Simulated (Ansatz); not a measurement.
Species: C2H3N, SMILES `CC#N` (charge 0, multiplicity 1).

**Question.** Give a relaxed geometry from B3LYP-D3(BJ)/def2-TZVP run with Ansatz (an electronic-structure program).

**Answer.** the end point of this relaxation (outside a Z-matrix the atoms follow the SMILES, hydrogens last).
Bonded distances (Å): C1–C2 1.454, C1–H4 1.090, C1–H5 1.090, C1–H6 1.090, C2–N3 1.149. Bond angles (°): C2–C1–H4 110.1, C2–C1–H5 110.1, C2–C1–H6 110.1, H4–C1–H5 108.8, H4–C1–H6 108.8, H5–C1–H6 108.8, C1–C2–N3 180.0.
